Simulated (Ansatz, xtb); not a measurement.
Bonds broken one at a time in the series C F-Cl. All species are isolated molecules in the gas phase. Strings in code marks are SMILES.

Quantity: homolytic bond dissociation enthalpy at 298 K (no spin–orbit term), in kcal/mol. Thermal and zero-point terms are GFN2-xTB rigid-rotor harmonic values (xtb).

Case: F–C bond of `FC(F)(F)Cl`, giving `F[C](F)Cl` and `[F]`. Geometry of `FC(F)(F)Cl` (neutral, multiplicity 1, Å):

```xyz
5

F     -0.5263    -0.7284    -1.0078
C     -0.0767     0.0045    -0.0040
F     -0.4511     1.2579    -0.1932
F     -0.6192    -0.4352     1.1182
Cl     1.6734    -0.0989     0.0868
```

Task: Estimate the homolytic bond dissociation enthalpy at 298 K (no spin–orbit term) that frozen-core MP2/cc-pVTZ // PBE0-D3(BJ)/def2-TZVP (Ansatz, a program for electronic structure) returns for this input.

Result: 128.8 kcal/mol.
